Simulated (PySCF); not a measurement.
**Spin-rotation constants: `S(C)CC1C=C1`, C₅H₈S**

Geometry (Å), atoms numbered from 1 in this order:
```xyz
14

C     2.128   -0.077   -0.336
S     1.527    0.665    1.207
C    -0.180    0.019    1.213
C    -1.007    0.560    0.072
C    -2.252   -0.162   -0.357
C    -1.240   -0.256   -1.165
H     3.176    0.189   -0.424
H     1.570    0.327   -1.175
H     2.019   -1.157   -0.282
H    -0.584    0.335    2.176
H    -0.130   -1.071    1.185
H    -0.966    1.645   -0.003
H    -3.254   -0.392   -0.094
H    -0.808   -0.627   -2.063
```

Computed with GIAO B3LYP/pcSseg-1 magnetisability, rotational g tensor and spin-rotation constants, non-relativistic, gas phase in PySCF. Geometry: GFN2-xTB.

Problem. Give the nuclear spin-rotation constants along the inertial axes (H = +C I·J) beside the isotropic shieldings.

Solution. Rotational constants 6.3768, 1.7692, 1.4819 GHz. A star marks the isotopologue with that one atom substituted, in its own axes.
```tsv
atom	isotope	Caa (kHz)	Cbb (kHz)	Ccc (kHz)	mean (kHz)	σ (ppm)
H7	1H	0.048	-0.163	-0.160	-0.091	29.9
H8	1H	-0.179	-0.153	-0.084	-0.139	28.9
H9	1H	-0.625	-0.192	0.023	-0.265	29.9
H10	1H	-0.694	0.085	-0.164	-0.258	28.9
H11	1H	-0.734	-0.174	0.028	-0.293	30.2
H12	1H	-0.627	-0.182	0.021	-0.263	30.1
H13	1H	0.408	-0.116	-0.151	0.047	24.4
H14	1H	-0.701	0.218	-0.173	-0.219	24.4
C1	13C*	1.024	0.248	0.229	0.500	161.2
S2	33S*	1.428	0.424	0.454	0.768	499.7
C3	13C*	1.213	0.393	0.278	0.628	130.4
C4	13C*	1.230	0.392	0.067	0.563	161.0
C5	13C*	3.125	0.512	0.228	1.288	56.4
```
For the geometry as given, no vibrational averaging.

Problem. How do the rotational constants and the g tensor change when H7, H8, H9, H10, H11, H12, H13, H14 are replaced by deuterium?

Solution. Constants 4.9048, 1.5922, 1.3169 GHz; g -0.0278, -0.0125, -0.0026, against -0.0348, -0.0142, -0.0029 before.
